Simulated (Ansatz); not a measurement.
Reaction (SMILES): [CH]=O (CH-O) → CHO+ (singlet, bonded as [CH]=O) + e-
B3LYP-D3(BJ)/def2-TZVP geometries, fixed; electronic energies without zero-point terms.

Basis-set convergence of the adiabatic ionisation energy at PBE0 with Ansatz (a quantum-chemistry and plane-wave program). Cartesian d functions, on some or all atoms, in 6-31G*, 6-31+G*; all else is spherical. The program fits the integrals of some runs and decomposes those of others, by size. Open shells are unrestricted. No added dispersion term, no relativity. Functions are those of the species that has most. Reference: the value in pcseg-4, 8.312 eV, itself unsure by roughly 0.002 eV (its mean distance from aug-pcseg-3, aug-cc-pVQZ, cc-pV5Z). Deviations are taken from unrounded values.

```json
[
 {"basis": "6-31G*", "functions": "32", "adiabatic ionisation energy (eV)": "8.250"},
 {"basis": "6-31+G*", "functions": "40", "adiabatic ionisation energy (eV)": "8.412"},
 {"basis": "cc-pVDZ", "functions": "33", "adiabatic ionisation energy (eV)": "8.215"},
 {"basis": "aug-cc-pVDZ", "functions": "55", "adiabatic ionisation energy (eV)": "8.375"},
 {"basis": "def2-SVP", "functions": "33", "adiabatic ionisation energy (eV)": "8.298"},
 {"basis": "def2-SVPD", "functions": "51", "adiabatic ionisation energy (eV)": "8.410"},
 {"basis": "pcseg-1", "functions": "33", "adiabatic ionisation energy (eV)": "8.359"},
 {"basis": "aug-pcseg-1", "functions": "55", "adiabatic ionisation energy (eV)": "8.366"},
 {"basis": "6-311G**", "functions": "42", "adiabatic ionisation energy (eV)": "8.246"},
 {"basis": "6-311+G**", "functions": "50", "adiabatic ionisation energy (eV)": "8.341"},
 {"basis": "def2-TZVP", "functions": "68", "adiabatic ionisation energy (eV)": "8.298"},
 {"basis": "def2-TZVPD", "functions": "86", "adiabatic ionisation energy (eV)": "8.313"},
 {"basis": "cc-pVTZ", "functions": "74", "adiabatic ionisation energy (eV)": "8.278"},
 {"basis": "aug-cc-pVTZ", "functions": "115", "adiabatic ionisation energy (eV)": "8.321"},
 {"basis": "pcseg-2", "functions": "74", "adiabatic ionisation energy (eV)": "8.305"},
 {"basis": "aug-pcseg-2", "functions": "115", "adiabatic ionisation energy (eV)": "8.316"},
 {"basis": "def2-TZVPP", "functions": "76", "adiabatic ionisation energy (eV)": "8.299"},
 {"basis": "def2-TZVPPD", "functions": "94", "adiabatic ionisation energy (eV)": "8.314"},
 {"basis": "cc-pVQZ", "functions": "140", "adiabatic ionisation energy (eV)": "8.296"},
 {"basis": "aug-cc-pVQZ", "functions": "206", "adiabatic ionisation energy (eV)": "8.312"},
 {"basis": "def2-QZVPP", "functions": "144", "adiabatic ionisation energy (eV)": "8.305"},
 {"basis": "def2-QZVPPD", "functions": "162", "adiabatic ionisation energy (eV)": "8.311"},
 {"basis": "pcseg-3", "functions": "153", "adiabatic ionisation energy (eV)": "8.312"},
 {"basis": "aug-pcseg-3", "functions": "219", "adiabatic ionisation energy (eV)": "8.313"}
]
```

What the diffuse functions change, pair by pair:
- 6-31G* to 6-31+G*: 8 more functions, deviation -0.063 to 0.100 eV
- cc-pVDZ to aug-cc-pVDZ: 22 more functions, deviation -0.097 to 0.063 eV
- def2-SVP to def2-SVPD: 18 more functions, deviation -0.014 to 0.098 eV
- pcseg-1 to aug-pcseg-1: 22 more functions, deviation 0.047 to 0.054 eV
- 6-311G** to 6-311+G**: 8 more functions, deviation -0.066 to 0.029 eV
- def2-TZVP to def2-TZVPD: 18 more functions, deviation -0.014 to 0.001 eV
- cc-pVTZ to aug-cc-pVTZ: 41 more functions, deviation -0.034 to 0.008 eV
- pcseg-2 to aug-pcseg-2: 41 more functions, deviation -0.007 to 0.004 eV
- def2-TZVPP to def2-TZVPPD: 18 more functions, deviation -0.013 to 0.002 eV
- cc-pVQZ to aug-cc-pVQZ: 66 more functions, deviation -0.016 to 0.000 eV
- def2-QZVPP to def2-QZVPPD: 18 more functions, deviation -0.007 to -0.001 eV
- pcseg-3 to aug-pcseg-3: 66 more functions, deviation 0.000 to 0.001 eV

They bring the value nearer the reference by more than 0.002 eV in 8 of 12 pairs.
